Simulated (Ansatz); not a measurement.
# C2H7Si (SMILES C[SiH]C): levels of theory compared

Wanted: a comparison of 6 runs (UHF/STO-3G, UHF/6-31G, UHF/6-31G*, UPBE0/def2-SVP, UCCSDT(Q)/B/STO-6G, UCCSD(T)/6-31G) of C2H7Si. 

Program for the calculation: Ansatz 0.2.0.

3 further runs of the same task are left out: 3 set aside as unsound or not needed.

### 1 The structure to begin with

C2H7Si: 10 atoms, total charge 0, spin state doublet. SMILES: `C[SiH]C`. The coordinates come from a PBE0-D4/def2-TZVP relaxation.

Bond lengths: C1–Si2 1.877 Å, Si2–C3 1.877 Å, C1–H4 1.095 Å, C1–H5 1.092 Å, C1–H6 1.092 Å, Si2–H7 1.495 Å, C3–H8 1.092 Å, C3–H9 1.092 Å, C3–H10 1.095 Å. Some angles: C1–Si2–C3 111.8°, C1–Si2–H7 110.2°, C3–Si2–H7 110.2°, Si2–C1–H4 110.5°, Si2–C1–H5 111.1°, Si2–C1–H6 111.0°, Si2–C3–H8 111.0°, Si2–C3–H9 111.1°, Si2–C3–H10 110.5°, H4–C1–H5 108.0°.

### 2 Energy and gradient at UHF/STO-3G (run 1)

job.yaml reads:

```yaml
crystal:
  periodic: [false, false, false]
  atoms:
    - {symbol: C, position_ang: [-1.065300, 0.729000, -0.876200]}
    - {symbol: Si, position_ang: [0.579500, 0.676400, 0.026300]}
    - {symbol: C, position_ang: [0.745000, -0.863300, 1.086800]}
    - {symbol: H, position_ang: [-1.173700, -0.143700, -1.529000]}
    - {symbol: H, position_ang: [-1.145400, 1.625300, -1.494500]}
    - {symbol: H, position_ang: [-1.899100, 0.727900, -0.170400]}
    - {symbol: H, position_ang: [1.707100, 0.752000, -0.952200]}
    - {symbol: H, position_ang: [-0.043500, -0.905000, 1.841800]}
    - {symbol: H, position_ang: [1.708100, -0.884600, 1.600600]}
    - {symbol: H, position_ang: [0.670300, -1.765000, 0.469600]}
basis:
  gaussian:
    orbitals: STO-3G
magnetization:
  spin_polarized: true
  initial_magnetization: 1
hamiltonian:
  xc: hf
accuracy: high
output:
  forces: true
  orbitals: {seedname: orbitals}
```

Command:

```console
$ ansatz run job.yaml --threads 1 --pin off --max-ram 2610MiB --events-out events.jsonl --progress --plain --runs-dir runs
```

The program printed:

```text
Warning: RAYON_NUM_THREADS=1 ignored (pool sized by the plan → 1); use --threads N
Functional definition: HF
  name "HF"
  exchange = exact_x
  correlation = 0
510 factors; integrals over basis functions are off by at most 4.7e-9 eV
mean field evaluation 1: about -9916.7597 eV, gradient 7.7e0 eV
mean field evaluation 2: about -9916.8614 eV, gradient 7.6e0 eV
mean field evaluation 4: about -9917.5409 eV, gradient 5.4e-1 eV
mean field evaluation 8: about -9917.5480 eV, gradient 1.0e-2 eV
mean field -9917.54796662 eV, -364.4631654179 hartree, gradient 1.6e-8 eV, S^2 0.751667; 0 other end points of the search recorded, 0 dependent functions left out
the calculation of the forces begins
reference -9917.54796662 eV, -364.4631654179 hartree; 17, 16 occupied and 9, 10 virtual orbitals, 510 factors
Total energy: -9917.54796662 eV, -364.4631654179 hartree
Atom 0 at    -1.065300     0.729000    -0.876200 Å, force     0.054106    -0.342741    -0.139108 eV/Å
Atom 1 at     0.579500     0.676400     0.026300 Å, force     1.216298     0.575613    -0.653536 eV/Å
Atom 2 at     0.745000    -0.863300     1.086800 Å, force    -0.087579    -0.221477    -0.289872 eV/Å
Atom 3 at    -1.173700    -0.143700    -1.529000 Å, force    -0.120349     0.456925     0.240170 eV/Å
Atom 4 at    -1.145400     1.625300    -1.494500 Å, force    -0.021198    -0.369415     0.224200 eV/Å
Atom 5 at    -1.899100     0.727900    -0.170400 Å, force     0.288629    -0.000731    -0.353374 eV/Å
Atom 6 at     1.707100     0.752000    -0.952200 Å, force    -1.349929    -0.300172     1.001182 eV/Å
Atom 7 at    -0.043500    -0.905000     1.841800 Å, force     0.354196    -0.056801    -0.285862 eV/Å
Atom 8 at     1.708100    -0.884600     1.600600 Å, force    -0.390720    -0.042989    -0.177646 eV/Å
Atom 9 at     0.670300    -1.765000     0.469600 Å, force     0.056547     0.301788     0.433846 eV/Å
Dipole moment:     0.002279     0.115563     0.091601 e Å
```

Wall time 0.65 s (1 thread of Intel Xeon Platinum 8375C at 2.90GHz (Ice Lake), shared host); peak memory 0.093 GiB.

### 3 Energy and forces at UHF/6-31G (run 2)

job.yaml reads:

```yaml
crystal:
  periodic: [false, false, false]
  atoms:
    - symbol: C
      position_ang: [-1.065300, 0.729000, -0.876200]
    - symbol: Si
      position_ang: [0.579500, 0.676400, 0.026300]
    - symbol: C
      position_ang: [0.745000, -0.863300, 1.086800]
    - symbol: H
      position_ang: [-1.173700, -0.143700, -1.529000]
    - symbol: H
      position_ang: [-1.145400, 1.625300, -1.494500]
    - symbol: H
      position_ang: [-1.899100, 0.727900, -0.170400]
    - symbol: H
      position_ang: [1.707100, 0.752000, -0.952200]
    - symbol: H
      position_ang: [-0.043500, -0.905000, 1.841800]
    - symbol: H
      position_ang: [1.708100, -0.884600, 1.600600]
    - symbol: H
      position_ang: [0.670300, -1.765000, 0.469600]
basis:
  gaussian:
    orbitals: 6-31G
magnetization:
  spin_polarized: true
  initial_magnetization: 1
hamiltonian:
  xc: hf
accuracy: high
output: {forces: true, orbitals: {seedname: orbitals}}
```

Command:

```console
$ ansatz run job.yaml --threads 1 --pin off --max-ram 2610MiB --events-out events.jsonl --progress --plain --runs-dir runs
```

The program printed:

```text
Warning: RAYON_NUM_THREADS=1 ignored (pool sized by the plan → 1); use --threads N
[... 4 set-up lines as earlier in the session ...]
1202 factors; integrals over basis functions are off by at most 3.3e-9 eV
mean field evaluation 1: about -10029.2423 eV, gradient 1.7e1 eV
mean field evaluation 2: about -10029.2389 eV, gradient 1.7e1 eV
mean field evaluation 4: about -10030.9612 eV, gradient 1.6e0 eV
mean field evaluation 8: about -10030.9931 eV, gradient 9.7e-3 eV
mean field -10030.99312273 eV, -368.6321980091 hartree, gradient 8.4e-8 eV, S^2 0.753074; 0 other end points of the search recorded, 0 dependent functions left out
the calculation of the forces begins
reference -10030.99312273 eV, -368.6321980091 hartree; 17, 16 occupied and 28, 29 virtual orbitals, 1202 factors
Total energy: -10030.99312273 eV, -368.6321980091 hartree
Atom 0 at    -1.065300     0.729000    -0.876200 Å, force    -0.939133     0.035718    -0.525085 eV/Å
Atom 1 at     0.579500     0.676400     0.026300 Å, force     0.599141     0.663598    -0.013352 eV/Å
Atom 2 at     0.745000    -0.863300     1.086800 Å, force     0.102952    -0.883371     0.607055 eV/Å
Atom 3 at    -1.173700    -0.143700    -1.529000 Å, force    -0.027276     0.262366     0.159136 eV/Å
Atom 4 at    -1.145400     1.625300    -1.494500 Å, force    -0.031752    -0.255611     0.146761 eV/Å
Atom 5 at    -1.899100     0.727900    -0.170400 Å, force     0.189922     0.006728    -0.225191 eV/Å
Atom 6 at     1.707100     0.752000    -0.952200 Å, force     0.113428     0.032932    -0.078015 eV/Å
Atom 7 at    -0.043500    -0.905000     1.841800 Å, force     0.232164    -0.029188    -0.182171 eV/Å
Atom 8 at     1.708100    -0.884600     1.600600 Å, force    -0.269676    -0.045354    -0.112039 eV/Å
Atom 9 at     0.670300    -1.765000     0.469600 Å, force     0.030231     0.212183     0.222900 eV/Å
Dipole moment:    -0.107514    -0.071875     0.040820 e Å
```

It took 2.2 s on 1 thread of Intel Xeon Platinum 8375C at 2.90GHz (Ice Lake), shared host; peak memory 0.14 GiB.

Runs 3 to 4 aren't shown in full; the table further down has their settings and results.

### 4 The energy at UCCSDT(Q)/B/STO-6G (density fitting with def2-universal-jkfit, cc-pVDZ-rifit for correlation) (run 5)

input.yaml reads:

```yaml
crystal:
  periodic: [false, false, false]
  atoms:
    - {symbol: C, position_ang: [-1.065300, 0.729000, -0.876200]}
    - {symbol: Si, position_ang: [0.579500, 0.676400, 0.026300]}
    - {symbol: C, position_ang: [0.745000, -0.863300, 1.086800]}
    - {symbol: H, position_ang: [-1.173700, -0.143700, -1.529000]}
    - {symbol: H, position_ang: [-1.145400, 1.625300, -1.494500]}
    - {symbol: H, position_ang: [-1.899100, 0.727900, -0.170400]}
    - {symbol: H, position_ang: [1.707100, 0.752000, -0.952200]}
    - {symbol: H, position_ang: [-0.043500, -0.905000, 1.841800]}
    - {symbol: H, position_ang: [1.708100, -0.884600, 1.600600]}
    - {symbol: H, position_ang: [0.670300, -1.765000, 0.469600]}
basis:
  gaussian:
    orbitals: STO-6G.json
    fitting: {mean_field: def2-universal-jkfit, correlation: cc-pVDZ-rifit.json}
magnetization: {spin_polarized: true, initial_magnetization: 1}
correlation: {method: ccsdt_q_b, electrons: all}
```

The basis set STO-6G is read from a file made from the Basis Set Exchange's data (not shown).

Command:

```console
$ ansatz run input.yaml --threads 1 --pin off --max-ram 2610MiB --events-out events.jsonl --progress --plain --runs-dir runs
```

The program printed:

```text
Warning: RAYON_NUM_THREADS=1 ignored (pool sized by the plan → 1); use --threads N
[... 4 set-up lines as earlier in the session ...]
404 factors; integrals over basis functions are off by at most 5.4e-3 eV
286 factors; integrals over basis functions are off by at most 1.7e-1 eV
mean field evaluation 1: about -9999.7965 eV, gradient 7.7e0 eV
mean field evaluation 2: about -10000.4184 eV, gradient 2.4e0 eV
mean field evaluation 4: about -10000.5023 eV, gradient 3.0e-1 eV
mean field evaluation 8: about -9999.7966 eV, gradient 7.7e0 eV
mean field -10000.50500945 eV, -367.5117805114 hartree, gradient 2.8e-6 eV, S^2 0.751677; 0 other end points of the search recorded, 0 dependent functions left out
reference -10000.50500945 eV, -367.5117805114 hartree; 17, 16 occupied and 9, 10 virtual orbitals, 286 factors
second order -3.84717481 eV of doubles, -0.00000000 eV of singles
cycle   1  -4.71340219 eV  change   -8.7e-1 eV  update   6.9e-2
cycle   2  -5.18181829 eV  change   -4.7e-1 eV  update   2.8e-2
cycle   3  -5.20506290 eV  change   -2.3e-2 eV  update   5.4e-3
cycle   4  -5.21066836 eV  change   -5.6e-3 eV  update   2.3e-3
cycle   5  -5.21105782 eV  change   -3.9e-4 eV  update   9.0e-4
cycle   6  -5.21072496 eV  change    3.3e-4 eV  update   3.6e-4
cycle   7  -5.21073435 eV  change   -9.4e-6 eV  update   1.5e-4
cycle   8  -5.21077337 eV  change   -3.9e-5 eV  update   4.0e-5
cycle   9  -5.21078101 eV  change   -7.6e-6 eV  update   1.6e-5
cycle  10  -5.21078060 eV  change    4.1e-7 eV  update   5.8e-6
cycle  11  -5.21077973 eV  change    8.7e-7 eV  update   2.3e-6
perturbative correction -0.00456905 eV, -0.0001679094 hartree
Total energy: -10005.72035823 eV, -367.7034410439 hartree
```

Run time: 25 s. Hardware: 1 thread of Intel Xeon Platinum 8375C at 2.90GHz (Ice Lake), shared host; peak memory 0.89 GiB.

### 5 Energy and gradient at UCCSD(T)/6-31G (run 6)

job.yaml reads:

```yaml
crystal:
  periodic: [false, false, false]
  atoms:
    - {symbol: C, position_ang: [-1.065300, 0.729000, -0.876200]}
    - {symbol: Si, position_ang: [0.579500, 0.676400, 0.026300]}
    - {symbol: C, position_ang: [0.745000, -0.863300, 1.086800]}
    - {symbol: H, position_ang: [-1.173700, -0.143700, -1.529000]}
    - {symbol: H, position_ang: [-1.145400, 1.625300, -1.494500]}
    - {symbol: H, position_ang: [-1.899100, 0.727900, -0.170400]}
    - {symbol: H, position_ang: [1.707100, 0.752000, -0.952200]}
    - {symbol: H, position_ang: [-0.043500, -0.905000, 1.841800]}
    - {symbol: H, position_ang: [1.708100, -0.884600, 1.600600]}
    - {symbol: H, position_ang: [0.670300, -1.765000, 0.469600]}
basis:
  gaussian: {orbitals: 6-31G}
magnetization: {spin_polarized: true, initial_magnetization: 1}
correlation: {method: ccsd_t, frozen_orbitals: {C: 1, H: 0, Si: 5}}
accuracy: high
scf: {omitted_lower_state_checks: [cluster_reference, increment]}
output: {forces: true, orbitals: {seedname: orbitals}}
```

Command:

```console
$ ansatz run job.yaml --threads 1 --pin off --max-ram 2610MiB --events-out events.jsonl --progress --plain --runs-dir runs
```

The program printed:

```text
Warning: RAYON_NUM_THREADS=1 ignored (pool sized by the plan → 1); use --threads N
[... 11 lines left out ...]
7 core orbitals not correlated: weight in the atoms' cores, before any rotation towards them, 1.000 or more for the frozen orbitals, at most 0.000 for the correlated occupied ones
[... 25 lines left out ...]
Total energy: -10038.46274206 eV, -368.9067014563 hartree
[... 10 lines left out ...]
Dipole moment:    -0.110148    -0.101708     0.019056 e Å
Checks for a lower state left out: cluster_reference, increment
```

Wall time 13 s (1 thread of Intel Xeon Platinum 8375C at 2.90GHz (Ice Lake), shared host); peak memory 0.3 GiB.

### 6 All runs side by side

| run | level | task | accuracy | energy (Eh) | dipole moment (D) | HOMO energy (eV) | LUMO energy (eV) | wall time |
| --- | --- | --- | --- | --- | --- | --- | --- | --- |
| 1 | UHF/STO-3G | gradient | high | -364.463165 | 0.71 | -6.08 | 6.68 | 0.65 s |
| 2 | UHF/6-31G | gradient | high | -368.632198 | 0.65 | -8.17 | 1.85 | 2.2 s |
| 3 | UHF/6-31G* (spherical functions) | gradient | high | -368.695416 | 0.69 | -8.24 | 2.09 | 2.6 s |
| 4 | UPBE0/def2-SVP | gradient | high | -369.506286 | 0.87 | -5.47 | -1.62 | 10 s |
| 5 | UCCSDT(Q)/B/STO-6G (density fitting with def2-universal-jkfit, cc-pVDZ-rifit for correlation) | energy | medium | -367.703441 | – | – | – | 25 s |
| 6 | UCCSD(T)/6-31G | gradient | high | -368.906701 | 0.73 | -8.17 | 1.85 | 13 s |

### 7 What came out

| quantity | value |
| --- | --- |
| run 6: total energy | -368.90670 Eh |
| run 6: dipole moment (correlated density) | 0.73 D |
| run 6: HOMO energy (Hartree–Fock orbitals) (highest over α and β) | -8.17 eV |
| run 6: LUMO energy (Hartree–Fock orbitals) (lowest over α and β) | 1.85 eV |
| run 6: correlation energy (7 core orbitals frozen) | -274.5 mEh |
| run 6: (T) correction | -5.37 mEh |
| run 6: ⟨S²⟩ of the reference determinant | 0.753 |
| run 6: T1 diagnostic | 0.008 |
| run 6: largest force on an atom | 1.103 eV/Å |

What this shows: Over runs 1, 2, 3, 4, 6 the dipole moment (its size) runs from 0.65 D (UHF/6-31G) to 0.87 D (UPBE0/def2-SVP). The two ends differ in method and basis. In runs 1, 5 the basis is minimal, so the values are rough. All runs together took 53 s, the longest 25 s.
